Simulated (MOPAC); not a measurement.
MOPAC input (AM1):

```
AM1 1SCF GEO-OK AUX(PRECISION=9) THREADS=1
C3H6

C     1.28821393 1    0.13704514 1    0.01192045 1
C     0.00466619 1    0.47258385 1    0.00111358 1
H     1.60232982 1   -0.90099925 1    0.01239769 1
H     2.07098219 1    0.88456380 1    0.02066987 1
H    -0.26121508 1    1.52666987 1    0.00110742 1
C    -1.13838143 1   -0.49205935 1   -0.01137507 1
H    -0.78875001 1   -1.52536103 1   -0.01056700 1
H    -1.78307485 1   -0.34713453 1    0.86039285 1
H    -1.76726422 1   -0.34315674 1   -0.89395457 1
```

Output:

```
 *******************************************************************************
 **                                                                           **
 **                              MOPAC v23.2.5                                **
 **                                                                           **
 *******************************************************************************
 ** MOPAC's Digital Object Identifier: https://doi.org/10.5281/zenodo.6511958 **
 **                                                                           **
 ** Please cite the open-source release paper for use of this MOPAC version:  **
 ** J. E. Moussa and J. J. P. Stewart (2026)                                  **
 ** MOPAC: An open-source semiempirical molecular orbital program             **
 ** J. Open Source Softw., 11(119), 8025, https://doi.org/10.21105/joss.08025 **
 *******************************************************************************

                              AM1 CALCULATION RESULTS

 *******************************************************************************
 *  AM1        - The AM1 Hamiltonian to be used
 *  GEO-OK     - OVERRIDE INTERATOMIC DISTANCE AND OTHER SAFETY CHECKS
 *  1SCF       - DO 1 SCF AND THEN STOP
 *  AUX        - OUTPUT AUXILIARY INFORMATION
 *******************************************************************************
AM1 1SCF GEO-OK AUX(PRECISION=9) THREADS=1
 C3H6

   ATOM   CHEMICAL          X               Y               Z
  NUMBER   SYMBOL      (ANGSTROMS)     (ANGSTROMS)     (ANGSTROMS)

     1       C          1.28821393  *   0.13704514  *   0.01192045  *
     2       C          0.00466619  *   0.47258385  *   0.00111358  *
     3       H          1.60232982  *  -0.90099925  *   0.01239769  *
     4       H          2.07098219  *   0.88456380  *   0.02066987  *
     5       H         -0.26121508  *   1.52666987  *   0.00110742  *
     6       C         -1.13838143  *  -0.49205935  *  -0.01137507  *
     7       H         -0.78875001  *  -1.52536103  *  -0.01056700  *
     8       H         -1.78307485  *  -0.34713453  *   0.86039285  *
     9       H         -1.76726422  *  -0.34315674  *  -0.89395457  *

          CARTESIAN COORDINATES

    NO.       ATOM           X           Y           Z

     1         C          1.2882      0.1370      0.0119
     2         C          0.0047      0.4726      0.0011
     3         H          1.6023     -0.9010      0.0124
     4         H          2.0710      0.8846      0.0207
     5         H         -0.2612      1.5267      0.0011
     6         C         -1.1384     -0.4921     -0.0114
     7         H         -0.7888     -1.5254     -0.0106
     8         H         -1.7831     -0.3471      0.8604
     9         H         -1.7673     -0.3432     -0.8940

  H: (AM1): M.J.S. DEWAR ET AL, J. AM. CHEM. SOC. 107 3902-3909 (1985)
  C: (AM1): M.J.S. DEWAR ET AL, J. AM. CHEM. SOC. 107 3902-3909 (1985)

           Empirical Formula: C3 H6  =     9 atoms

      MOLECULAR POINT GROUP   :   Cs

      RHF CALCULATION, NO. OF DOUBLY OCCUPIED LEVELS = 9

 -------------------------------------------------------------------------------
 AM1 1SCF GEO-OK AUX(PRECISION=9) THREADS=1
 C3H6

     1SCF WAS SPECIFIED, SO BFGS WAS NOT USED
     SCF FIELD WAS ACHIEVED

                              AM1 CALCULATION
                                                       MOPAC v23.2.5 Linux

          FINAL HEAT OF FORMATION =          8.10781 KCAL/MOL =      33.92307 KJ/MOL

          COSMO AREA              =         91.60 SQUARE ANGSTROMS
          COSMO VOLUME            =         73.94 CUBIC ANGSTROMS

          IONIZATION POTENTIAL    =         10.071978 EV
          HOMO LUMO ENERGIES (EV) =        -10.072  1.373
          NO. OF FILLED LEVELS    =          9
          MOLECULAR WEIGHT        =         42.0804         POINT GROUP:  Cs

          MOLECULAR DIMENSIONS (Angstroms)

            Atom       Atom       Distance
            H     8    H     4     4.13231
            H     5    H     3     2.88826
            H     8    H     9     1.70946

          SCF CALCULATIONS        =          1

   ATOM   CHEMICAL          X               Y               Z
  NUMBER   SYMBOL      (ANGSTROMS)     (ANGSTROMS)     (ANGSTROMS)

     1       C          1.28821393  *   0.13704514  *   0.01192045  *
     2       C          0.00466619  *   0.47258385  *   0.00111358  *
     3       H          1.60232982  *  -0.90099925  *   0.01239769  *
     4       H          2.07098219  *   0.88456380  *   0.02066987  *
     5       H         -0.26121508  *   1.52666987  *   0.00110742  *
     6       C         -1.13838143  *  -0.49205935  *  -0.01137507  *
     7       H         -0.78875001  *  -1.52536103  *  -0.01056700  *
     8       H         -1.78307485  *  -0.34713453  *   0.86039285  *
     9       H         -1.76726422  *  -0.34315674  *  -0.89395457  *

                             CARTESIAN COORDINATES

   1    C        1.288213930     0.137045140     0.011920450
   2    C        0.004666190     0.472583850     0.001113580
   3    H        1.602329820    -0.900999250     0.012397690
   4    H        2.070982190     0.884563800     0.020669870
   5    H       -0.261215080     1.526669870     0.001107420
   6    C       -1.138381430    -0.492059350    -0.011375070
   7    H       -0.788750010    -1.525361030    -0.010567000
   8    H       -1.783074850    -0.347134530     0.860392850
   9    H       -1.767264220    -0.343156740    -0.893954570

           Empirical Formula: C3 H6  =     9 atoms

      MOLECULAR POINT GROUP   :   Cs

                  EIGENVALUES
 -35.14130 -28.15105 -20.64685 -16.04317 -14.39050 -14.05792 -12.72044 -11.90434
 -10.07198   1.37264   4.02588   4.34291   4.60706   4.64514   5.07650   5.12877
   5.71829   5.91110

              NET ATOMIC CHARGES AND DIPOLE CONTRIBUTIONS

  ATOM NO.   TYPE          CHARGE      No. of ELECS.   s-Pop       p-Pop
    1          C          -0.223825        4.2238     1.23995     2.98387
    2          C          -0.162014        4.1620     1.22712     2.93489
    3          H           0.108625        0.8914     0.89138
    4          H           0.111729        0.8883     0.88827
    5          H           0.113312        0.8867     0.88669
    6          C          -0.182988        4.1830     1.20600     2.97698
    7          H           0.075782        0.9242     0.92422
    8          H           0.079690        0.9203     0.92031
    9          H           0.079690        0.9203     0.92031
 DIPOLE           X         Y         Z       TOTAL
 POINT-CHG.    -0.229    -0.067    -0.002     0.238
 HYBRID        -0.002     0.026     0.000     0.026
 SUM           -0.230    -0.040    -0.002     0.234

          ATOMIC ORBITAL ELECTRON POPULATIONS

     Atom    s        px        py        pz
    1  C   1.23995   0.95411   1.01393   1.01583
    2  C   1.22712   0.94225   0.99403   0.99861
    3  H   0.89138
    4  H   0.88827
    5  H   0.88669
    6  C   1.20600   0.96994   0.98568   1.02137
    7  H   0.92422
    8  H   0.92031
    9  H   0.92031

 **********************
 *                    *
 * JOB ENDED NORMALLY *
 *                    *
 **********************

 == MOPAC DONE ==
```
